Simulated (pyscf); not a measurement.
A first-order saddle from PySCF, ωB97X-D3(BJ)/def2-SVP:

```xyz
5

Si    -0.4728    -0.8692    -1.1350
Cl    -1.2390     0.1342     0.8634
H     -0.8572    -2.2369    -0.5936
Cl    -2.7404    -0.4365    -1.6431
H     -2.3658    -0.0020    -0.1986
```

Surface: singlet, charge 0. Lowest wavenumbers (cm⁻¹): 688i, 317, 379, 500, 631.

Name the species on either side of this saddle.

:HSi–Cl [singlet] + HCl <-> :HSi–Cl [singlet] + HCl, a four-centre exchange read from left to right: Cl–Si, Cl–H broken and Cl–Si, Cl–H formed. At CCSD(T)/def2-TZVPP + ΔMP2(QZVPP) it lies +25.1 kJ/mol from the left side and +25.1 kJ/mol from the right (each side as separated species at their lowest minima found). On the reactant side the descent ends in a complex, 30.1 kJ/mol under the separated species and 36.6 kJ/mol under the saddle at ωB97X-D3(BJ)/def2-TZVP. On the product side the descent ends in a complex, 30.1 kJ/mol under the separated species and 36.6 kJ/mol under the saddle at ωB97X-D3(BJ)/def2-TZVP. At ωB97X-D3(BJ) the barrier from the zero used here is 6.6 kJ/mol. This is the saddle that the search found; another between the same sides may lie lower. The CCSD(T) − MP2 part came from Ansatz, without density fitting, on the same reference.
